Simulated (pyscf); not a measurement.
HO–SiH•–OH + hydrogen chloride (HCl) → HO–SiH•–Cl + water (H₂O) (four-centre exchange; doublet surface; O–Si, Cl–H broken, Cl–Si, H–O formed). Single points on ωB97X-D3(BJ)/def2-SVP structures (PySCF, gas phase). Energies in kJ/mol from the separated reactants.

| level | barrier | reaction energy |
|---|---|---|
| r²SCAN/def2-TZVP | 58.2 | -6.6 |
| B3LYP-D3(BJ)/def2-TZVP | 65.7 | -6.5 |
| PBE0-D3(BJ)/def2-TZVP | 54.3 | -11.9 |
| M06-2X/def2-TZVP | 63.6 | -5.0 |
| ωB97M-D3(BJ)/def2-TZVP | 66.3 | -6.5 |
| HF/def2-TZVP | 120.2 | -0.6 |

The functionals in the table span 12.0 kJ/mol in this barrier, from PBE0-D3(BJ) to ωB97M-D3(BJ)/def2-TZVP. On the reactant side the descent ends in a complex (not fully relaxed), 28.0 kJ/mol under the separated species and 92.1 kJ/mol under the saddle at ωB97X-D3(BJ)/def2-TZVP. On the product side the descent ends in a bound adduct, 37.6 kJ/mol under the separated species and 115.7 kJ/mol under the saddle at ωB97X-D3(BJ)/def2-TZVP. This is the saddle that the search found; another between the same sides may lie lower.
